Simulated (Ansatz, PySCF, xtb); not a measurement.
Isomers of CH2O. Gas-phase values, no solvent. One relaxed conformer stands for each flexible species; it need not be the lowest. Strings in code marks are SMILES.

Quantity: electronic energy of isomers of CH2O relative to `C=O`, in eV. The restricted reference of `[CH]O` is unstable towards unrestricted orbitals.

Level 1: composite: frozen-core CCSD(T) with HF/cc-pV5Z and the correlation energy extrapolated as X^-3 from cc-pVQZ and cc-pV5Z, plus CCSDT(Q) minus CCSD(T) in cc-pVDZ // PBE0-D3(BJ)/def2-TZVP (Ansatz, a first-principles code)
Level 2: PBE-D3(BJ)/def2-TZVP // PBE0-D3(BJ)/def2-TZVP (PySCF)
Level 3: r2SCAN/cc-pVTZ // PBE0-D3(BJ)/def2-TZVP (Ansatz)
Level 4: GFN2-xTB (xtb)

```
species                       level 2  level 3  level 4
----------------------------  -------  -------  -------
`[CH]O` (H–C–O–H torsion 0°)     2.56     2.54     2.16
```

What does level 1 give for each?


- `[CH]O` (H–C–O–H torsion 0°): 2.45
